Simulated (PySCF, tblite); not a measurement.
# H₂S₂: bond homolysis

Wanted: bond homolysis for H₂S₂ (`SS`).

Programs: tblite 0.8.0 and PySCF 2.14.0, with routines of our own; each step states its level. All values are computed. Atoms count from 0.

## (1) The starting structure

4 atoms, charge 0, multiplicity 1; geometry from: start built from the parent or by distance geometry.

## (2) Optimising the geometry with GFN2-xTB

Job settings and geometry (Å):

```
{"job": {"kind": "relax", "xc": "GFN2-xTB", "basis": "xTB"}, "charge": 0, "multiplicity": 1}
S     -0.949100     0.465400     0.434200
S      0.952600     0.483500    -0.461100
H     -1.745200    -0.480400    -0.235000
H      1.762200    -0.458900     0.216200
```

Started as:

```bash
$ OMP_NUM_THREADS=1 python redox_run.py task.json out
```

This one command runs all jobs of the session in turn.

Standard output:

```text
step      E/eV     max force
  0    -204.19968    1.197
  1    -204.24741    0.934
  2    -204.31450    0.844
  3    -204.33503    0.691
  4    -204.42498    0.628
  5    -204.43329    0.336
  6    -204.43823    0.030
  7    -204.43834    0.019
  8    -204.43836    0.018
  9    -204.43845    0.019
 10    -204.43859    0.022
 11    -204.43878    0.026
 12    -204.43891    0.024
 13    -204.43896    0.019
 14    -204.43898    0.015
 15    -204.43901    0.013
 16    -204.43903    0.008
```

It took 0.06 s on 1 thread of Arm Neoverse N1, shared host.

Step by step:

| step | energy from step 0 (eV) | largest force (eV/Å) |
| --- | --- | --- |
| 0 | 0.0000 | 1.1966 |
| 1 | -0.0477 | 0.9345 |
| 2 | -0.1148 | 0.8435 |
| 3 | -0.1353 | 0.6913 |
| 4 | -0.2253 | 0.6279 |
| 5 | -0.2336 | 0.3363 |
| 6 | -0.2386 | 0.0301 |
| 7 | -0.2387 | 0.0193 |
| 8 | -0.2387 | 0.0180 |
| 9 | -0.2388 | 0.0186 |
| 10 | -0.2389 | 0.0225 |
| 11 | -0.2391 | 0.0263 |
| 12 | -0.2392 | 0.0235 |
| 13 | -0.2393 | 0.0188 |
| 14 | -0.2393 | 0.0154 |
| 15 | -0.2393 | 0.0130 |
| 16 | -0.2394 | 0.0081 |

Close pairs (by a distance rule), those that changed most:

| bond | before (Å) | after (Å) | change (Å) |
| --- | --- | --- | --- |
| S1–H3 | 1.415 | 1.340 | -0.075 |
| S0–H2 | 1.406 | 1.340 | -0.066 |
| S0–S1 | 2.102 | 2.045 | -0.057 |

The final coordinates are the input of the step that follows.

## (3) Infrared spectrum with GFN2-xTB

Job settings and geometry (Å):

```
{"job": {"kind": "ir", "xc": "GFN2-xTB", "basis": "xTB"}, "charge": 0, "multiplicity": 1}
S     -0.883084     0.439504     0.499110
S      0.887970     0.451638    -0.523119
H     -1.537014    -0.451706    -0.258685
H      1.552595    -0.429890     0.236985
```

Standard output:

```text
mode    cm-1     km/mol
  1     326.1     32.49
  2     511.1      0.90
  3     796.7      8.93
  4     818.5      6.73
  5    2342.2     95.04
  6    2349.9    118.65
ZPE 42.734  H(298)-E 54.638  G(298)-E -21.144 kJ/mol  S 254.17 J/(mol K)
```

Wall time 0.11 s (1 thread of Arm Neoverse N1, shared host).

The strongest bands and the atoms that carry them (share of the mass-weighted mode):

| cm⁻¹ | km/mol | atoms |
| --- | --- | --- |
| 326 | 32.5 | H2 48 %, H3 48 % |
| 511 | 0.9 | S1 50 %, S0 50 % |
| 797 | 8.9 | H2 50 %, H3 45 % |
| 818 | 6.7 | H3 51 %, H2 46 % |
| 2342 | 95.0 | H3 56 %, H2 41 % |
| 2350 | 118.7 | H2 56 %, H3 41 % |

## (4) Optimising the geometry at PBE0-D3(BJ)/def2-SVP

Job settings and geometry (Å):

```
{"job": {"xc": "PBE0", "basis": "def2-SVP", "d3": "d3bj", "grid": 1, "kind": "geom"}, "charge": 0, "multiplicity": 1}
S     -0.883084     0.439504     0.499110
S      0.887970     0.451638    -0.523119
H     -1.537014    -0.451706    -0.258685
H      1.552595    -0.429890     0.236985
```

Standard output:

```text
step   0  E = -797.04840494  max force = 0.008379
step   1  E = -797.04895492  max force = 0.001764
step   2  E = -797.04897980  max force = 0.000297
step   3  E = -797.04898105  max force = 0.000075
optimisation converged
```

It took 3 s on 1 thread of Arm Neoverse N1, shared host.

Relaxation path:

| step | energy from step 0 (eV) | largest force component (eV/Å) |
| --- | --- | --- |
| 0 | 0.0000 | 0.4309 |
| 1 | -0.0150 | 0.0907 |
| 2 | -0.0156 | 0.0153 |
| 3 | -0.0157 | 0.0039 |

Close pairs (by a distance rule), those that changed most:

| bond | before (Å) | after (Å) | change (Å) |
| --- | --- | --- | --- |
| S0–S1 | 2.045 | 2.073 | +0.028 |
| S0–H2 | 1.340 | 1.355 | +0.015 |
| S1–H3 | 1.340 | 1.355 | +0.015 |

The next job starts from the end point, and lists it.

| at the end point | value |
| --- | --- |
| point group (found at 0.08 Å tolerance) | C2 |
| rotational constants (GHz, main isotopes) | 144.8, 6.871, 6.868 |
| dipole moment (D) | 1.48 |

## (5) Harmonic vibrations (H₂S₂): PBE0-D3(BJ)/def2-SVP

Job settings and geometry (Å):

```
{"job": {"xc": "PBE0", "basis": "def2-SVP", "d3": "d3bj", "grid": 2, "kind": "hessian"}, "charge": 0, "multiplicity": 1}
S     -0.907523     0.460252     0.491330
S      0.906477     0.485054    -0.511434
H     -1.529709    -0.485823    -0.253559
H      1.551168    -0.449653     0.228680
```

Standard output:

```text
coarse grid: 4488 points
cycle   1  E = -796.9716080576  dE =  4.373e-02  |g| = 1.433e-01  |ddm| = 1.986e+00
cycle   2  E = -796.9763213408  dE = -4.713e-03  |g| = 1.022e-01  |ddm| = 3.724e-01
cycle   3  E = -796.9797955195  dE = -3.474e-03  |g| = 1.129e-02  |ddm| = 1.540e-01
cycle   4  E = -796.9798283902  dE = -3.287e-05  |g| = 4.678e-03  |ddm| = 1.916e-02
cycle   5  E = -796.9798351961  dE = -6.806e-06  |g| = 4.648e-04  |ddm| = 5.319e-03
final grid: 34240 points
cycle   6  E = -797.0489968381  dE = -7.287e-06  |g| = 2.814e-03  |ddm| = 1.870e-02
cycle   7  E = -797.0489977355  dE = -8.974e-07  |g| = 2.123e-03  |ddm| = 7.581e-03
cycle   8  E = -797.0489990366  dE = -1.301e-06  |g| = 2.379e-04  |ddm| = 3.300e-03
cycle   9  E = -797.0489990548  dE = -1.822e-08  |g| = 1.047e-05  |ddm| = 2.757e-04
cycle  10  E = -797.0489990548  dE = -4.638e-11  |g| = 2.671e-06  |ddm| = 3.083e-05
converged SCF energy = -797.0489990548

mode    cm-1
  1     438.1
  2     512.0
  3     892.1
  4     895.4
  5    2665.4
  6    2668.6
ZPE 48.279  H(298)-E 59.770  G(298)-E -15.399 kJ/mol  S 252.12 J/(mol K)
```

Wall time 9.6 s (1 thread of Arm Neoverse N1, shared host); peak memory 0.56 GiB.

Zero-point energy 48.28 kJ/mol (xTB gave 42.73).

## (6) Single point (H2S2): M06-2X/def2-TZVP

Geometry: PBE0-D3(BJ)/def2-SVP.

Job settings and geometry (Å):

```
{"job": {"kind": "sp", "xc": "M06-2X", "basis": "def2-TZVP", "grid": 3}, "charge": 0, "multiplicity": 1}
S     -0.907523     0.460252     0.491330
S      0.906477     0.485054    -0.511434
H     -1.529709    -0.485823    -0.253559
H      1.551168    -0.449653     0.228680
```

Standard output:

```text
coarse grid: 17576 points
cycle   1  E = -797.5571311865  dE =  4.578e-02  |g| = 1.913e-01  |ddm| = 1.541e+00
cycle   2  E = -797.5670589974  dE = -9.928e-03  |g| = 9.883e-02  |ddm| = 2.590e-01
cycle   3  E = -797.5698357526  dE = -2.777e-03  |g| = 1.972e-02  |ddm| = 9.179e-02
cycle   4  E = -797.5699370122  dE = -1.013e-04  |g| = 4.502e-03  |ddm| = 1.680e-02
cycle   5  E = -797.5699429653  dE = -5.953e-06  |g| = 1.536e-03  |ddm| = 4.611e-03
final grid: 57376 points
cycle   6  E = -797.5690153841  dE = -4.102e-06  |g| = 1.668e-03  |ddm| = 6.504e-03
cycle   7  E = -797.5690156225  dE = -2.383e-07  |g| = 8.875e-04  |ddm| = 1.557e-03
cycle   8  E = -797.5690157911  dE = -1.686e-07  |g| = 1.827e-04  |ddm| = 7.013e-04
cycle   9  E = -797.5690157996  dE = -8.446e-09  |g| = 2.932e-05  |ddm| = 1.528e-04
converged SCF energy = -797.5690157996
```

Run time: 2.9 s. Hardware: 1 thread of Arm Neoverse N1, shared host.

## (7) Geometry optimisation with GFN2-xTB

This step treats HS2 radical, labelled `[S]S` (the label fixes atoms and charge, not where charge and spin sit).

Job settings and geometry (Å):

```
{"job": {"kind": "relax", "xc": "GFN2-xTB", "basis": "xTB"}, "charge": 0, "multiplicity": 2}
S     -0.891300     0.454100     0.486000
S      0.895700     0.493700    -0.534400
H      1.568600    -0.457300     0.231900
```

Standard output:

```text
step      E/eV     max force
  0    -189.95890    1.806
  1    -190.03446    1.096
  2    -190.06551    0.404
  3    -190.06914    0.077
  4    -190.06925    0.034
  5    -190.06929    0.031
  6    -190.06938    0.037
  7    -190.06943    0.024
  8    -190.06944    0.009
```

Run time: 0.03 s. Hardware: 1 thread of Arm Neoverse N1, shared host.

Along the way:

| step | energy from step 0 (eV) | largest force (eV/Å) |
| --- | --- | --- |
| 0 | 0.0000 | 1.8060 |
| 1 | -0.0756 | 1.0962 |
| 2 | -0.1066 | 0.4035 |
| 3 | -0.1102 | 0.0766 |
| 4 | -0.1104 | 0.0340 |
| 5 | -0.1104 | 0.0307 |
| 6 | -0.1105 | 0.0375 |
| 7 | -0.1105 | 0.0242 |
| 8 | -0.1105 | 0.0086 |

Distances of close pairs at the start and the end, largest changes first:

| bond | before (Å) | after (Å) | change (Å) |
| --- | --- | --- | --- |
| S0–S1 | 2.058 | 1.956 | -0.102 |
| S1–H2 | 1.394 | 1.357 | -0.037 |

The final coordinates are the input of the step that follows.

## (8) Infrared spectrum with GFN2-xTB

Job settings and geometry (Å):

```
{"job": {"kind": "ir", "xc": "GFN2-xTB", "basis": "xTB"}, "charge": 0, "multiplicity": 2}
S     -0.851761     0.459203     0.458485
S      0.858530     0.474283    -0.491039
H      1.566315    -0.442909     0.216023
```

Standard output:

```text
mode    cm-1     km/mol
  1     599.1      2.28
  2     815.8      5.36
  3    2196.9    136.93
ZPE 21.603  H(298)-E 32.135  G(298)-E -43.793 kJ/mol  S 254.66 J/(mol K)
```

It took 0.1 s on 1 thread of Arm Neoverse N1, shared host.

The strongest bands and the atoms that carry them (share of the mass-weighted mode):

| cm⁻¹ | km/mol | atoms |
| --- | --- | --- |
| 599 | 2.3 | S1 51 %, S0 49 % |
| 816 | 5.4 | H2 95 % |
| 2197 | 136.9 | H2 97 % |

## (9) Optimising the geometry at PBE0-D3(BJ)/def2-SVP

This step treats HS2 radical, labelled `[S]S` (the label fixes atoms and charge, not where charge and spin sit).

Job settings and geometry (Å):

```
{"job": {"xc": "PBE0", "basis": "def2-SVP", "d3": "d3bj", "grid": 1, "kind": "geom"}, "charge": 0, "multiplicity": 2}
S     -0.851761     0.459203     0.458485
S      0.858530     0.474283    -0.491039
H      1.566315    -0.442909     0.216023
```

Standard output:

```text
step   0  E = -796.43026909  max force = 0.010969
step   1  E = -796.43057336  max force = 0.000914
step   2  E = -796.43058109  max force = 0.000285
optimisation converged
```

Wall time 2.7 s (1 thread of Arm Neoverse N1, shared host).

The steps of the relaxation:

| step | energy from step 0 (eV) | largest force component (eV/Å) |
| --- | --- | --- |
| 0 | 0.0000 | 0.5640 |
| 1 | -0.0083 | 0.0470 |
| 2 | -0.0085 | 0.0147 |

Close pairs (by a distance rule), those that changed most:

| bond | before (Å) | after (Å) | change (Å) |
| --- | --- | --- | --- |
| S0–S1 | 1.956 | 1.981 | +0.025 |
| S1–H2 | 1.357 | 1.364 | +0.007 |

The next job starts from the end point, and lists it.

| at the end point | value |
| --- | --- |
| point group (found at 0.08 Å tolerance) | Cs |
| rotational constants (GHz, main isotopes) | 293.5, 7.846, 7.642 |
| dipole moment (D) | 1.68 |
| ⟨S²⟩ | 0.753 |

## (10) Harmonic vibrations (HS2 radical): PBE0-D3(BJ)/def2-SVP

Job settings and geometry (Å):

```
{"job": {"xc": "PBE0", "basis": "def2-SVP", "d3": "d3bj", "grid": 2, "kind": "hessian"}, "charge": 0, "multiplicity": 2}
S     -0.878579     0.452810     0.446562
S      0.869066     0.478663    -0.486599
H      1.582415    -0.441646     0.224270
```

Standard output:

```text
coarse grid: 3872 points
cycle   1  E = -796.3406588183  dE =  1.017e-01  |g| = 1.487e-01  |ddm| = 1.381e+00
cycle   2  E = -796.3211582454  dE =  1.950e-02  |g| = 2.380e-01  |ddm| = 5.416e-01
cycle   3  E = -796.3605794245  dE = -3.942e-02  |g| = 1.751e-02  |ddm| = 3.235e-01
cycle   4  E = -796.3608572695  dE = -2.778e-04  |g| = 1.182e-02  |ddm| = 4.075e-02
cycle   5  E = -796.3609638798  dE = -1.066e-04  |g| = 2.986e-03  |ddm| = 1.694e-02
cycle   6  E = -796.3609760734  dE = -1.219e-05  |g| = 1.270e-03  |ddm| = 7.490e-03
cycle   7  E = -796.3609778841  dE = -1.811e-06  |g| = 3.930e-04  |ddm| = 2.900e-03
final grid: 28864 points
cycle   8  E = -796.4305916170  dE = -7.817e-06  |g| = 2.082e-03  |ddm| = 1.334e-02
cycle   9  E = -796.4305927700  dE = -1.153e-06  |g| = 1.509e-03  |ddm| = 5.500e-03
cycle  10  E = -796.4305941142  dE = -1.344e-06  |g| = 1.749e-04  |ddm| = 2.273e-03
cycle  11  E = -796.4305941365  dE = -2.224e-08  |g| = 7.459e-05  |ddm| = 2.785e-04
cycle  12  E = -796.4305941402  dE = -3.768e-09  |g| = 2.809e-05  |ddm| = 1.293e-04
cycle  13  E = -796.4305941416  dE = -1.386e-09  |g| = 8.902e-06  |ddm| = 8.491e-05
cycle  14  E = -796.4305941417  dE = -9.288e-11  |g| = 2.019e-06  |ddm| = 2.154e-05
converged SCF energy = -796.4305941417

mode    cm-1
  1     599.1
  2     910.3
  3    2586.4
ZPE 24.498  H(298)-E 34.972  G(298)-E -40.951 kJ/mol  S 254.65 J/(mol K)
```

It took 11 s on 1 thread of Arm Neoverse N1, shared host; peak memory 0.5 GiB.

Zero-point energy 24.50 kJ/mol (xTB gave 21.60).

## (11) Single point (HS2 radical): M06-2X/def2-TZVP

Geometry: PBE0-D3(BJ)/def2-SVP.

Job settings and geometry (Å):

```
{"job": {"kind": "sp", "xc": "M06-2X", "basis": "def2-TZVP", "grid": 3}, "charge": 0, "multiplicity": 2}
S     -0.878579     0.452810     0.446562
S      0.869066     0.478663    -0.486599
H      1.582415    -0.441646     0.224270
```

Standard output:

```text
coarse grid: 15104 points
cycle   1  E = -796.9256003466  dE =  9.912e-02  |g| = 1.718e-01  |ddm| = 1.095e+00
cycle   2  E = -796.9237905072  dE =  1.810e-03  |g| = 2.029e-01  |ddm| = 3.321e-01
cycle   3  E = -796.9487920172  dE = -2.500e-02  |g| = 2.194e-02  |ddm| = 1.937e-01
cycle   4  E = -796.9492040602  dE = -4.120e-04  |g| = 1.088e-02  |ddm| = 2.897e-02
cycle   5  E = -796.9493345348  dE = -1.305e-04  |g| = 3.883e-03  |ddm| = 1.412e-02
cycle   6  E = -796.9493766201  dE = -4.209e-05  |g| = 2.364e-03  |ddm| = 9.108e-03
cycle   7  E = -796.9493928284  dE = -1.621e-05  |g| = 6.784e-04  |ddm| = 7.551e-03
cycle   8  E = -796.9493942971  dE = -1.469e-06  |g| = 1.344e-04  |ddm| = 2.784e-03
final grid: 47568 points
cycle   9  E = -796.9484975081  dE = -4.301e-06  |g| = 8.805e-04  |ddm| = 4.366e-03
cycle  10  E = -796.9484976529  dE = -1.447e-07  |g| = 4.441e-04  |ddm| = 1.006e-03
cycle  11  E = -796.9484977213  dE = -6.848e-08  |g| = 1.664e-04  |ddm| = 4.697e-04
cycle  12  E = -796.9484977377  dE = -1.639e-08  |g| = 4.808e-05  |ddm| = 1.902e-04
cycle  13  E = -796.9484977408  dE = -3.034e-09  |g| = 2.404e-05  |ddm| = 8.775e-05
converged SCF energy = -796.9484977408
```

Wall time 5.1 s (1 thread of Arm Neoverse N1, shared host).

## (12) Bond homolysis: M06-2X/def2-TZVP

This step combines the energies above: geometries from PBE0-D3(BJ)/def2-SVP, zero-point and thermal terms from PBE0-D3(BJ)/def2-SVP.

Job settings and geometry (Å):

```
{"job": {"kind": "bd", "cap": 8, "geom": {"xc": "PBE0", "basis": "def2-SVP", "d3": "d3bj", "grid": 1}, "hess": 1, "level": {"xc": "M06-2X", "basis": "def2-TZVP", "grid": 3}}, "charge": 0, "multiplicity": 1}
S     -0.907523     0.460252     0.491330
S      0.906477     0.485054    -0.511434
H     -1.529709    -0.485823    -0.253559
H      1.551168    -0.449653     0.228680
```

Output (the driver's rows laid out field by field):

```text
homolysis bond by bond, M06-2X/def2-TZVP // PBE0-D3(BJ)/def2-SVP

row 1
  atoms                   0 1
  elements                S S
  length                  2.0729
  fragments               formula HS, charge 0, multiplicity 2, smiles [SH], kept yes, pieces 1, point_group Cinfv, largest_spin S 1.024; formula HS, charge 0, multiplicity 2, smiles [SH], kept yes, pieces 1, point_group Cinfv, largest_spin S 1.024
  electronic              282.14
  zero_kelvin             266.27
  enthalpy                272.14
  free_energy             229.24

row 2
  atoms                   0 2
  elements                S H
  length                  1.3554
  fragments               formula HS2, charge 0, multiplicity 2, smiles [S]S, kept yes, pieces 1, point_group Cs, largest_spin S 0.715; formula H, charge 0, multiplicity 2, smiles [H], kept yes, pieces 1
  electronic              321.28
  zero_kelvin             297.5
  enthalpy                302.68
  free_energy             267.73
```

Run time: 40 s. Hardware: 1 thread of Arm Neoverse N1, shared host.

Some single points behind these values are not shown above.

Dissociation energies (kJ/mol, gas phase, 298 K for the thermal columns):

| bond | fragments | electronic | enthalpy | free energy |
| --- | --- | --- | --- | --- |
| S0–S1 | [SH] + [SH] | 282.1 | 272.1 | 229.2 |
| S0–H2 | [S]S + [H] | 321.3 | 302.7 | 267.7 |

## (13) Single point (H₂S₂): wavefunction

Geometry: PBE0-D3(BJ)/def2-SVP.

Job settings and geometry (Å):

```
{"job": {"kind": "sp", "xc": "CCSD(T)", "basis": "ma-def2-TZVP", "grid": 2}, "charge": 0, "multiplicity": 1}
S     -0.907523     0.460252     0.491330
S      0.906477     0.485054    -0.511434
H     -1.529709    -0.485823    -0.253559
H      1.551168    -0.449653     0.228680
```

With the program's defaults for keys left out, this is: wavefunction single point, frozen core, gas phase.

Standard output:

```text
final grid: 34240 points
cycle   1  E = -796.2208731359  dE = -2.078e-03  |g| = 2.596e-01  |ddm| = 1.493e+00
cycle   2  E = -796.2461072104  dE = -2.523e-02  |g| = 8.897e-02  |ddm| = 2.555e-01
cycle   3  E = -796.2487594642  dE = -2.652e-03  |g| = 2.711e-02  |ddm| = 8.722e-02
cycle   4  E = -796.2492604843  dE = -5.010e-04  |g| = 6.331e-03  |ddm| = 4.364e-02
cycle   5  E = -796.2492908738  dE = -3.039e-05  |g| = 1.600e-03  |ddm| = 1.257e-02
cycle   6  E = -796.2492924144  dE = -1.541e-06  |g| = 4.533e-04  |ddm| = 2.851e-03
cycle   7  E = -796.2492925632  dE = -1.488e-07  |g| = 1.602e-04  |ddm| = 8.822e-04
cycle   8  E = -796.2492925846  dE = -2.143e-08  |g| = 4.884e-05  |ddm| = 3.308e-04
cycle   9  E = -796.2492925885  dE = -3.955e-09  |g| = 1.413e-05  |ddm| = 1.844e-04
converged SCF energy = -796.2492925885
E(HF, exact integrals) = -796.2493717525
E(MP2) = -796.5949527764
E(CCSD) = -796.6339586575
E(CCSD(T)) = -796.6513258929
T1 diagnostic = 0.0110
```

Run time: 18 s. Hardware: 1 thread of Arm Neoverse N1, shared host; peak memory 0.57 GiB.

## (14) Single point (HS radical): wavefunction

Geometry: PBE0-D3(BJ)/def2-SVP.

Job settings and geometry (Å):

```
{"job": {"kind": "sp", "xc": "CCSD(T)", "basis": "ma-def2-TZVP", "grid": 2}, "charge": 0, "multiplicity": 2}
S     -0.892645     0.448976     0.481313
H     -1.538994    -0.472015    -0.271832
```

Method: wavefunction single point, frozen core, gas phase.

Standard output:

```text
final grid: 17120 points
cycle   1  E = -398.0808723393  dE = -2.419e-01  |g| = 1.385e-01  |ddm| = 6.782e-01
cycle   2  E = -398.0962478176  dE = -1.538e-02  |g| = 4.655e-02  |ddm| = 1.185e-01
cycle   3  E = -398.0980069961  dE = -1.759e-03  |g| = 1.786e-02  |ddm| = 4.342e-02
cycle   4  E = -398.0984161193  dE = -4.091e-04  |g| = 4.771e-03  |ddm| = 2.505e-02
cycle   5  E = -398.0984515878  dE = -3.547e-05  |g| = 1.329e-03  |ddm| = 8.353e-03
cycle   6  E = -398.0984547993  dE = -3.212e-06  |g| = 4.676e-04  |ddm| = 2.451e-03
cycle   7  E = -398.0984552135  dE = -4.142e-07  |g| = 2.060e-04  |ddm| = 7.764e-04
cycle   8  E = -398.0984553120  dE = -9.848e-08  |g| = 7.713e-05  |ddm| = 4.439e-04
cycle   9  E = -398.0984553277  dE = -1.571e-08  |g| = 3.602e-05  |ddm| = 1.990e-04
cycle  10  E = -398.0984553319  dE = -4.148e-09  |g| = 1.397e-05  |ddm| = 1.162e-04
converged SCF energy = -398.0984553319
E(HF, exact integrals) = -398.0984614446
E(MP2) = -398.2442755281
E(CCSD) = -398.2702586719
E(CCSD(T)) = -398.2762277063
T1 diagnostic = 0.0154
```

Run time: 2.3 s. Hardware: 1 thread of Arm Neoverse N1, shared host.

## (15) Single point (HS2 radical): wavefunction

Geometry: PBE0-D3(BJ)/def2-SVP.

Job settings and geometry (Å):

```
{"job": {"kind": "sp", "xc": "CCSD(T)", "basis": "ma-def2-TZVP", "grid": 2}, "charge": 0, "multiplicity": 2}
S     -0.878579     0.452810     0.446562
S      0.869066     0.478663    -0.486599
H      1.582415    -0.441646     0.224270
```

Method: wavefunction single point, frozen core, gas phase.

Standard output:

```text
final grid: 28864 points
cycle   1  E = -795.6076608279  dE =  5.265e-02  |g| = 2.224e-01  |ddm| = 1.037e+00
cycle   2  E = -795.6427685020  dE = -3.511e-02  |g| = 1.307e-01  |ddm| = 2.886e-01
cycle   3  E = -795.6530454215  dE = -1.028e-02  |g| = 3.781e-02  |ddm| = 1.255e-01
cycle   4  E = -795.6559340768  dE = -2.889e-03  |g| = 2.043e-02  |ddm| = 6.140e-02
cycle   5  E = -795.6570278261  dE = -1.094e-03  |g| = 1.250e-02  |ddm| = 3.790e-02
cycle   6  E = -795.6577807514  dE = -7.529e-04  |g| = 8.443e-03  |ddm| = 3.738e-02
cycle   7  E = -795.6582067717  dE = -4.260e-04  |g| = 3.355e-03  |ddm| = 3.985e-02
cycle   8  E = -795.6582652608  dE = -5.849e-05  |g| = 1.238e-03  |ddm| = 1.535e-02
cycle   9  E = -795.6582705720  dE = -5.311e-06  |g| = 3.432e-04  |ddm| = 4.954e-03
cycle  10  E = -795.6582708331  dE = -2.611e-07  |g| = 1.404e-04  |ddm| = 9.658e-04
cycle  11  E = -795.6582708744  dE = -4.132e-08  |g| = 5.887e-05  |ddm| = 3.162e-04
cycle  12  E = -795.6582708840  dE = -9.546e-09  |g| = 2.941e-05  |ddm| = 1.536e-04
converged SCF energy = -795.6582708840
E(HF, exact integrals) = -795.6583467680
E(MP2) = -795.9771292792
E(CCSD) = -796.0150682818
E(CCSD(T)) = -796.0328040409
T1 diagnostic = 0.0363
```

Wall time 64 s (1 thread of Arm Neoverse N1, shared host); peak memory 1.9 GiB.

[end of part 1 of 2]
